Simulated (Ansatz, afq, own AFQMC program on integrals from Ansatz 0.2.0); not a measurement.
## Si$_{2}$H$_{5}$, doublet: AFQMC among the cluster methods

```yaml
atoms:
  - { symbol: Si, position_ang: [-0.4846, 2.2085, 1.0765] }
  - { symbol: Si, position_ang: [-1.5966, 0.2650, 0.4206] }
  - { symbol: H, position_ang: [-1.2806, 3.0270, 2.0463] }
  - { symbol: H, position_ang: [0.8119, 1.8346, 1.7196] }
  - { symbol: H, position_ang: [-0.2069, 3.0416, -0.1331] }
  - { symbol: H, position_ang: [-1.8071, -0.7287, 1.5192] }
  - { symbol: H, position_ang: [-2.8797, 0.5027, -0.3114] }
```

Basis def2-SVP. Only valence electrons are correlated. Integrals, coupled cluster, full CI and functionals: Ansatz 0.2.0; the random walks run on the same integrals in our own AFQMC program. ph-AFQMC/CISD is guided by a CISD state made of CCSD amplitudes; releasing the constraint for a short imaginary time cuts its bias at the price of noise, slowly where states lie close. ± is one standard error of the sampling.

Determinant: UHF, the one that the program's search chose, which needn't be the lowest solution. The geometry is a PBE0/def2-SVP stationary point of this or a neighbouring charge and spin state.

No full CI on the walks' own integrals is used here; CCSDT(Q) serves as the reference and is uncertain by about the last step of the cluster series.

```
T1 diagnostic                               : 0.0126
weight of the determinant in the CISD state : 0.872
⟨S²⟩ of the determinant                     : 0.758
size of the correlated space                : 13 electrons in 51 orbitals
```

Reference: CCSDT(Q), correlation energy -6.649 eV. The released energy is read at 1.50 1/Eh (meV from the phaseless value at times in 1/Eh: -2 ± 3 at 0.24, -3.1 ± 1.7 at 0.50, -6.4 ± 1.7 at 1.00, -2 ± 3 at 1.50).

```
         level  E − E(reference) (kJ/mol)  share of correlation (%)
            HF                      641.5                      0.00
           MP2                      140.4                     78.12
          CCSD                       18.6                     97.09
       CCSD(T)                        3.7                     99.42
         CCSDT                        0.5                     99.92
   ph-AFQMC/HF                  0.0 ± 1.6                    100.00
 ph-AFQMC/CISD                  0.2 ± 0.3                     99.96
released AFQMC                  0.1 ± 0.2                     99.99
```

Released energies are given only where the last usable release times agree within the noise; a slower fall can still hide under it.
